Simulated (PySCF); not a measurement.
Cl₂: from constants to spectrum

RHF-CCSD(T) constants of Cl₂, ¹Σg⁺ (singlet), closed shell (basis Cl 6-31G(d,p); no relativity; PySCF 2.14; masses 34.9689 and 34.9689 u):

```
ωe              : 498.4 cm⁻¹
ωexe            : 3.5 cm⁻¹
Be              : 0.23115 cm⁻¹
αe              : 0.00185 cm⁻¹
D (centrifugal) : 1.99e-07 cm⁻¹
De to Cl + Cl   : 1.75 eV
```

Question: Give the vibrational terms G(v) and spacings up to v = 6.

Answer: G(v) = ωe(v+½) − ωexe(v+½)².

```
v  G(v) (cm⁻¹)  G(v) − G(v−1)  Bv (cm⁻¹)
0        248.3                    0.2302
1        739.7          491.4     0.2284
2       1224.1          484.4     0.2265
3       1701.5          477.4     0.2247
4       2171.9          470.4     0.2228
5       2635.3          463.4     0.2210
6       3091.7          456.4     0.2191
```

Question: How well does the Morse estimate ωe²/(4ωexe) reproduce De, and what is D0?

Answer: It gives 2.20 eV, 126 % of the computed De. D0 = De − G(0) = 1.75 − 0.03 = 1.72 eV.

Measured values (Huber and Herzberg, Constants of Diatomic Molecules (1979)): ωe = 559.72 cm⁻¹, ωexe = 2.675 cm⁻¹, Be = 0.24399 cm⁻¹, αe = 0.00149 cm⁻¹.

Correlated steps freeze 10 core orbitals. Correlated levels converge slowly with the basis: in double zeta they bind strong bonds too weakly, by up to about 1 eV, and carry superposition errors of some tenths. Where the molecule has an RHF reference, its open-shell atoms are computed with UHF.
